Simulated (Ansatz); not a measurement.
# Relaxing Sn₃P₂

Level of theory: DFT PBE, scalar-relativistic, plane waves, PAW (Ansatz 0.2.0). Cutoff 420 eV, Γ-centred k mesh, Gaussian smearing, no spin polarisation in the final step.

The start puts Sn₃P₂ on the anti-tetradymite structure type (R-3m, No. 166), with P in place of Bi, Sn in place of Te, at a guessed volume.

```xyz
5
Lattice="1.9175 1.1071 8.8885 -1.9175 1.1071 8.8885 0.0000 -2.2141 8.8885" Properties=species:S:1:pos:R:3 pbc="T T T"
Sn    0.0000    0.0000    0.0000
Sn    0.0000    0.0000    5.5864
Sn    0.0000    0.0000   21.0791
P     0.0000    0.0000   10.6662
P     0.0000    0.0000   15.9993
```

Cell and atoms relax at zero pressure; the relaxation can't lower the symmetry of the start.

The zero of energy is the elements' standard structures at the same level; no fitted shifts are applied.

Question: Describe the relaxed structure.

Answer: It keeps R-3m (No. 166). The result has the tetradymite structure. Conventional cell: a = 4.031 Å, c = 26.089 Å. Sn on Wyckoff site a (1 atom of the primitive cell) has 6 P at 2.90 Å; Sn on Wyckoff site c (2 atoms of the primitive cell) has 3 P at 2.72 Å; P is coordinated by 3 Sn at 2.72 Å and 3 Sn at 2.90 Å.

```xyz
5
Lattice="2.0153 1.1635 8.6962 -2.0153 1.1635 8.6962 0.0000 -2.3271 8.6962" Properties=species:S:1:pos:R:3 pbc="T T T"
Sn    0.0000    0.0000    0.0000
Sn    0.0000    0.0000    5.5507
Sn    0.0000    0.0000   20.5380
P     0.0000    0.0000   10.4278
P     0.0000    0.0000   15.6609
```

Question: What are its volume, energy, density and gap?

Answer: The volume per atom is 24.47 Å³. The density is 5.67 g/cm³ and the energy over the elements is -0.03 eV/atom. The gap on the 12×12×12 mesh is 0 eV (a metal).

The final run used a 12×12×12 mesh on its 5-atom cell and 0.10 eV smearing. For metals, differences of a few meV/atom aren't resolved. Symmetry constrained the relaxation, so the result can be a saddle point. The steps took roughly 8 core-minutes in all.